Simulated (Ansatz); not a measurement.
[OH···H···CH$_{2}$], triplet along the distance O1-H3

Starting geometry:

```yaml
atoms:
  - { symbol: O, position_ang: [-1.0723, -0.0291, 0.0000] }
  - { symbol: H, position_ang: [-1.3216, 0.8974, 0.0000] }
  - { symbol: H, position_ang: [-0.1128, -0.0291, 0.0000] }
  - { symbol: C, position_ang: [1.2667, -0.0291, 0.0000] }
  - { symbol: H, position_ang: [1.6811, -0.0291, 0.9962] }
  - { symbol: H, position_ang: [1.6811, -0.0291, -0.9962] }
```

From there H3 is moved from one fragment to the other while all else, the fragments' distance too, stays fixed; atoms are numbered as listed. Energies are in eV, counted from the starting geometry at the same level.

Basis cc-pVDZ; Ansatz 0.2.0. Correlated methods freeze the noble-gas cores. Prefix R: restricted or restricted open-shell reference; prefix U: unrestricted.

Full CI isn't at hand for all of this; UCCSDT(Q) serves as the reference, and is uncertain by about the last step of the cluster series. The frozen core follows each run's orbitals, which can shift R against U totals by a few meV.

```csv
distance O1-H3 (Å),UCCSDT(Q),error UHF,error UMP2,error RCCSD,error UCCSD(T),error RCCSDT,error UCCSDT
0.892,0.182,-0.113,-0.015,-0.014,-0.002,-0.002,-0.002
0.960,0.000,0.000,0.000,0.000,0.000,0.000,0.000
1.001,-0.010,0.063,0.014,0.010,0.002,0.001,0.001
1.042,0.019,0.114,0.034,0.019,0.003,0.002,0.002
1.084,0.070,0.144,0.063,0.027,0.004,0.003,0.002
1.125,0.124,0.142,0.098,0.031,0.004,0.003,0.002
1.166,0.177,0.104,0.136,0.028,0.004,0.002,0.001
1.208,0.233,0.036,0.166,0.020,0.002,0.001,0.000
1.249,0.299,-0.049,0.183,0.011,0.001,-0.001,-0.001
```

Errors are those of relative energies. In total energy the starting point itself misses UCCSDT(Q) by: UHF 9.324, UMP2 0.994, RCCSD 0.207, UCCSD(T) 0.034, RCCSDT 0.018, UCCSDT 0.017 eV.

Spread of the error over the points with a reference, to 1.249 Å (largest less smallest): UCCSDT 0.004, RCCSDT 0.005, UCCSD(T) 0.007, RCCSD 0.045, UMP2 0.197, UHF 0.257 eV.
